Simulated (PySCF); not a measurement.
**Oxygen: a sound run and one with changed settings**

Sound run: O [He] 2s2 2p4, O⁺ [He] 2s2 2p3. Computed with PySCF 2.14 in def2-SVP (3s2p1d, 14 functions), with no relativity, point nucleus. In the sound run the correlated levels freeze 1s2. The sound run starts from symmetry-adapted Hartree-Fock orbitals and uses a fine grid where one is needed.

A second run was set up differently.

```tsv
species	method	sound run (hartree)	changed run (hartree)	converged
O	MP2	-74.82140	-74.82318	yes
O	CCSD(T)	-74.83747	-74.83910	yes
O⁺	MP2	-74.34500	-74.34660	yes
O⁺	CCSD(T)	-74.36051	-74.36198	yes
```

Ionisation energy of O:

```
 method  sound run (eV)  changed run (eV)
    UHF          12.083            12.083
    MP2          12.963            12.969
SCS-MP2          12.985            12.987
   CCSD          12.972            12.976
CCSD(T)          12.979            12.983
```

**Question.** What was changed?
A. all electrons correlated in a valence basis
B. too few SCF iterations
C. minimal basis
D. level shift left on

**Answer.** A. A valence basis has no tight correlating functions, so it recovers only part of the core correlation, and not evenly between atom and ion.
